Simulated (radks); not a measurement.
**Li²⁺ in 1s1: an all-electron calculation**

What are the levels of the lithium ion Li2+, how large are its shells, and how does its energy divide?

Method: scalar-relativistic Kohn-Sham, exchange-only B88, spin-polarised, spherical densities, finite nucleus; open shells are filled with parallel spins first. Code: radks (a radial shooting solver on a logarithmic mesh, Libxc functionals) version 1.

## (1) Starting point

- element: lithium (Z = 3)
- charge: +2
- electrons: 1
- configuration: 1s1
- nuclear rms radius: 2.444 fm

Outer shells as boxes (Hund's rule):

Li²⁺
```
1s [↑ ]
```

## (2) The calculation

The run's settings:

```text
Z 3
configuration 1s1
relativity scalar-relativistic
functional b88,
spin polarised
nucleus finite rms 2.444 fm
c 137.035999084
```

Q: Predict the outcome of this run.

As calculated:

```
                        quantity                    value
                    total energy         -4.49293 hartree
exchange-correlation share of it                  20.61 %
                            −T/E                   1.0002
          highest occupied level        1s up, -103.61 eV
    most extended occupied level  1s up, <r> = 0.504 bohr
 radius at density 0.001 e/bohr³                1.53 bohr
    maxima of the radial density                        1
         ionisation energy, NIST       122.45 (theory) eV
```

**Reading.** The radial density shows 1 maxima for 1 occupied principal shells. The top level binds by 103.61 eV, 85 % of the NIST ionisation energy of 122.45 eV; the potential of a semilocal functional falls off too fast, so its top eigenvalue is too shallow. 
